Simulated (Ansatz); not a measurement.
# SiH₄O (triplet): the correlation ladder at distance Si1–H5 along a hydrogen transfer = 1.864 Å, cc-pVDZ

How much of the correlation energy of SiH₄O (triplet) does each wave-function method recover here?

Computed with Ansatz 0.2.0, Gaussian basis. Level: cc-pVDZ, core rule «outside noble gas», up to 6 orbitals frozen.

The runs, in order: UHF; CCSD(T) on ROHF; CCSD(T) on UHF; BCCD(T) on ROHF; CISD; CCSDT(Q) on ROHF; CCSDT(Q) on UHF; CASSCF and MRCISD+Q, 4 electrons in 4 orbitals; CASSCF and NEVPT2, 4 electrons in 4 orbitals.

10 further runs of the same task are left out: 10 that didn't finish.

### Step 1. What is computed

The geometry derives from fragments relaxed apart (PBE0/def2-TZVP) and kept rigid, so it is no stationary point. A hydrogen atom is moved between rigid fragments.

6 atoms, charge 0, spin multiplicity 3.

Atoms are counted from 1 here; the program's logs count them from 0.

Bond lengths: Si1–H2 1.485 Å, Si1–H3 1.485 Å, Si1–H4 1.485 Å. Angles: H2–Si1–H3 109.5°, H2–Si1–H4 109.5°, H3–Si1–H4 109.5°.

### Step 2. UHF

in.yaml reads:

```yaml
crystal:
  periodic: [false, false, false]
  atoms:
    - {symbol: Si, position_ang: [-1.051705, 0.000000, 0.000000]}
    - {symbol: H, position_ang: [-1.546576, 1.399708, 0.000000]}
    - {symbol: H, position_ang: [-1.546576, -0.699854, 1.212183]}
    - {symbol: H, position_ang: [-1.546576, -0.699854, -1.212183]}
    - {symbol: H, position_ang: [0.812295, 0.000000, 0.000000]}
    - {symbol: O, position_ang: [2.087295, 0.000000, 0.000000]}
basis:
  gaussian: {orbitals: cc-pVDZ}
magnetization: {spin_polarized: true, initial_magnetization: 2}
hamiltonian: {xc: hf}
output: {orbitals: {seedname: orbitals}}
```

Launch:

```sh
$ ansatz run in.yaml --threads 1 --pin off --events-out ev --progress --plain --max-ram 2393MiB
```

The runs that follow: CCSD(T) on ROHF; CCSD(T) on UHF; BCCD(T) on ROHF; CISD; CCSDT(Q) on ROHF; CCSDT(Q) on UHF; CASSCF and MRCISD+Q, 4 electrons in 4 orbitals; CASSCF and NEVPT2, 4 electrons in 4 orbitals.

**Question.** What will the summary of the whole plan be? Wanted: UCCSDT(Q) below the RHF energy; RMP2 from UCCSDT(Q); UMP2 from UCCSDT(Q); RCCSD from UCCSDT(Q); RCCSD(T) from UCCSDT(Q); UCCSD(T) from UCCSDT(Q); RCCSDT(Q) from UCCSDT(Q); NEVPT2 pair from UCCSDT(Q); MRCISD+Q pair from UCCSDT(Q).

**Answer**, as computed:

```
                         quantity                                                   value
   UCCSDT(Q) below the RHF energy                                              -8.6391 eV
              RMP2 from UCCSDT(Q)                                             +1329.4 meV
              UMP2 from UCCSDT(Q)                                             +1490.3 meV
             RCCSD from UCCSDT(Q)                                              +201.6 meV
          RCCSD(T) from UCCSDT(Q)                                               +42.3 meV
          UCCSD(T) from UCCSDT(Q)                                               +42.2 meV
         RCCSDT(Q) from UCCSDT(Q)                                                +0.8 meV
       NEVPT2 pair from UCCSDT(Q)                                             +1273.5 meV
     MRCISD+Q pair from UCCSDT(Q)                                               +87.1 meV
levels within 1 kcal/mol (43 meV)  RCCSD(T), UCCSD(T), BCCD(T), RCCSDT, UCCSDT, RCCSDT(Q)
                    T1 diagnostic                                                   0.026
```

What this shows: RCCSD(T) misses by +42.3 meV, 0.5 % of the correlation energy. Of the multireference levels listed MRCISD+Q pair comes nearest in total energy (+87.1 meV), which doesn't show that its space is the better one. These misses are within one basis, not against nature; the frozen cores of restricted and unrestricted runs differ, which can shift their rows.
